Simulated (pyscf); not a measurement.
This saddle point was located with ωB97X-D3(BJ)/def2-SVP in PySCF.

```xyz
6

F      0.1716     0.3420     0.5738
C     -1.6051    -0.2848     0.3406
F     -1.3280    -1.3089    -0.3660
H     -0.3175     1.0152    -0.1302
H     -1.5822    -0.4018     1.4371
F     -1.3353     1.2372    -0.6890
```
Charge 0, spin multiplicity 2.

Surface: doublet, charge 0. Lowest wavenumbers (cm⁻¹): 985i, 146, 324, 577, 680.

Task: What reaction is this the transition state of?

Result: `[FH]` + `[F][CH][F]` [doublet] ⇌ `[F][CH][F]` [doublet] + `[FH]`, a four-centre exchange read from left to right: F–H, C–F broken and C–F, F–H formed. At CCSD(T)/def2-TZVPP + ΔMP2(QZVPP) it lies +264.5 kJ/mol from the left side and +264.5 kJ/mol from the right (each side as separated species at their lowest minima found). One saddle was located; it need not be the lowest between these sides. The CCSD(T) − MP2 part came from Ansatz, without density fitting, on the same reference.
